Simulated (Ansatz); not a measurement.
For rhombohedral A7 Sb, LDA (Ansatz, a program for electronic structure, plane waves, PAW) gives:

- lattice constant a: 4.293 Å
- c axis length: 10.954 Å
- bulk modulus: 45.2 GPa

**Question.** What does r²SCAN+SOC (plane waves, PAW; Ansatz) give for the same quantities?

**Answer.** 
- lattice constant a: 4.343 Å (grows by 1.2 %)
- lattice parameter c: 11.626 Å (goes up by 6.1 %)
- bulk modulus: 27.5 GPa (falls by 39 %)

For comparison: lattice constant a 4.301 Å (measured, 78 K, zero-point motion not removed; as tabulated in Schiferl, Barrett, J. Appl. Cryst. 2, 30 (1969), COD 9009654); lattice parameter c 11.232 Å (measured, 78 K, zero-point motion not removed; as tabulated in Schiferl, Barrett, J. Appl. Cryst. 2, 30 (1969), COD 9009654); bulk modulus 39.5 GPa (measured, copied from a table, unchecked, extrapolated to 0 K and zero-point effects removed; as tabulated in Lejaeghere et al. (2013), arXiv:1204.2733).

Changes are worked out from the printed values.

Unless a cell is named, each level is at its own relaxed cell (LDA 29.13, r²SCAN+SOC 31.66 Å³/atom).

Caveats: LDA has no dispersion term either, though it tends to give short spacings of layers, chains or molecules (LDA); the cell comes from a level without a dispersion term, which matters for the spacing of layers, chains or molecules (r²SCAN+SOC). Ansatz's density-functional and Hartree–Fock values are scalar-relativistic unless marked +SOC, with PAW data made under PBE.
